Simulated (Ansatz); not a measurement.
**Lattice parameter a of some phosphides, arsenides and antimonides, all zinc-blende**

Method: LDA in Ansatz (plane waves, PAW). References are measured values corrected to a static lattice.

Values in Å.

```json
[
 {"solid": "zinc-blende AlP", "reference": "5.451", "LDA": "5.434", "error (%)": "-0.31"},
 {"solid": "zinc-blende AlAs", "reference": "5.649", "LDA": "5.629", "error (%)": "-0.35"},
 {"solid": "zinc-blende InSb", "reference": "6.468", "LDA": "?", "error (%)": "?"},
 {"solid": "zinc-blende GaP", "reference": "5.439", "LDA": "5.391", "error (%)": "-0.88"},
 {"solid": "zinc-blende BP", "reference": "4.525", "LDA": "4.490", "error (%)": "-0.77"},
 {"solid": "zinc-blende InP", "reference": "5.858", "LDA": "5.827", "error (%)": "-0.53"},
 {"solid": "zinc-blende InAs", "reference": "6.047", "LDA": "6.026", "error (%)": "-0.35"},
 {"solid": "zinc-blende GaAs", "reference": "5.64", "LDA": "5.603", "error (%)": "-0.66"}
]
```

Problem. Estimate the withheld LDA value.

Solution. The errors of the other rows run from -0.88 % to -0.31 %, with a median of -0.53 %; carried to the reference 6.468 it gives 6.434 Å. The run gives 6.450 Å (-0.28 %), +0.25 % from the estimate, outside the range of the other rows; the row was drawn at random, and such an estimate is rough. Over these 8 solids the mean error is -0.52 %, the mean absolute error 0.52 % (median 0.44 %), and the worst case zinc-blende GaP at -0.88 %; the value is too low in 8 of 8 cases.

All these references are brought to a static lattice.

Spin–orbit coupling is left out, also for the solids with elements from indium on (zinc-blende InSb, zinc-blende InP, zinc-blende InAs); its size isn't shown.

Differences are worked out from the printed values.

Caveats: the gap of the solid is closed in this run (zinc-blende InSb, zinc-blende InAs). Ansatz's density-functional and Hartree–Fock values are scalar-relativistic unless marked +SOC, with PAW data made under PBE.

Not in this set, of the phosphides, arsenides and antimonides with a reference value in our tables and a result at some level: 12 for a reference at room or unstated temperature. These can be a level's best or worst cases. At least 3 more with a reference value are held back for tests. Solids without a released value at any level aren't counted. Layered and molecular crystals are counted apart.

References as tabulated in Mejia-Rodriguez and Trickey (2018), arXiv:1807.09216.

Ansatz is a program for electronic structure.
